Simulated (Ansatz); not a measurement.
**How far a parabola holds: energy against volume of rock-salt MgS**

We consider rock-salt MgS, described by LDA (Ansatz, an electronic-structure program, PAW). Numerical settings: plane-wave cutoff 520 eV, 12×12×12 k mesh, Fermi–Dirac smearing 0.01 eV, scalar-relativistic PAW data made under PBE. The cell has no free parameter but its volume, all volumes share cutoff and mesh, and the runs aren't spin-polarised. Energies are free energies at the run's smearing, counted from the lowest row; static lattice.

```csv
V (Å³/atom),E (meV/atom)
15.855,?
16.192,7.51
16.529,1.81
16.867,0.00
17.204,1.69
17.542,6.56
```

Task: Fit E against V with a parabola, and predict the withheld value at V = 15.855.

Result: With u = V - 16.9, the rows have u = -0.7080, -0.3710, -0.0330, 0.3040, 0.6420. Least squares gives E = -0.009 + 0.4244·u + 15.4511·u². Residuals (row less fit): 0.074, -0.150, 0.006, 0.142, -0.072; standard error 0.164 (degrees of freedom: 2). The fitted curve has its minimum at V = 16.9, where E = -0.01. Its curvature is d²E/dV² = 2 × 15.4511 meV/Å⁶, so B = V0·d²E/dV² × 0.1602 = 83.6 GPa. At the withheld row, u = -1.0450, so E = -0.009 + 0.4244 × (-1.0450) + 15.4511 × (-1.0450)² = 16.420 meV/atom. The calculation gives 17.51 meV/atom, 1.090 meV/atom above the prediction (6.2 % of the range of E in the table). The row lies outside the fitted rows, so this is an extrapolation. From the scatter of the fitted rows alone, a prediction at this place has a standard error of 0.387 meV/atom, so the miss is 2.8 times that.

The residuals are curvature that a parabola lacks, not noise. A solid that stiffens under compression and softens on expansion lies above the parabola at the compressed end and under it at the expanded end, as this row does. A third-order Birch-Murnaghan fit to the whole scan has B0 = 83.2 GPa. Only scans are tabulated whose curvature falls smoothly with volume, and where the parabola meets the shown rows within 5 % of their range and misses the end by 0.1 meV or more.

Measured, for comparison: bulk modulus 81 GPa (corrected for zero-point motion; as tabulated in Goldzak et al. (2022), arXiv:2208.04865). Computed less measured: bulk modulus +2.7 %.
